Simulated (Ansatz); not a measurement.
**Worked example: correlation energy of SiH₂, quintet**

Geometry: that of the SiH2, triplet, kept fixed. The singlet lies 8.5 eV lower here.

```yaml
atoms:
  - { symbol: Si, position_ang: [0.0000, -0.0507, 0.0000] }
  - { symbol: H, position_ang: [0.0000, 0.7069, -1.2784] }
  - { symbol: H, position_ang: [0.0000, 0.7069, 1.2784] }
```

Basis cc-pVTZ; Ansatz 0.2.0. Correlated methods freeze the noble-gas cores, which leaves 6 electrons in 57 orbitals. Prefix R: restricted or restricted open-shell reference; prefix U: unrestricted.

Full CI isn't at hand for all of this; UCCSDT(Q) serves as the reference, and is uncertain by about the last step of the cluster series.

Runs differ by some tens of microhartree through their thresholds and, for an open shell, their frozen cores, so steps under 0.03 kcal/mol mean nothing.

```tsv
level	total energy (hartree)
UHF	-289.736479
UMP2	-289.818393
UCCSD	-289.838869
UCCSD(T)	-289.843268
UCCSDT	-289.844264
UCCSDT(Q)	-289.844468
```

Task: What is the correlation energy at UCCSDT(Q), and what share of it do UMP2 and UCCSD(T) recover?

Result: E(corr) = -289.844468 − (-289.736479) = -0.107989 hartree = -2.939 eV. UMP2: -0.081914 / -0.107989 = 75.85 %. UCCSD(T): -0.106789 / -0.107989 = 98.89 %.

Task: By how many kcal/mol does UCCSD(T) miss UCCSDT(Q) (1 hartree = 627.509 kcal/mol), and which steps make up the rest?

Result: -289.843268 − (-289.844468) = 0.001200 hartree = 0.75 kcal/mol. Steps: UCCSDT − UCCSD(T) = -0.62, UCCSDT(Q) − UCCSDT = -0.13 kcal/mol. That is within 1 kcal/mol of the reference in this basis, which itself misses far more of the correlation at the basis-set limit.
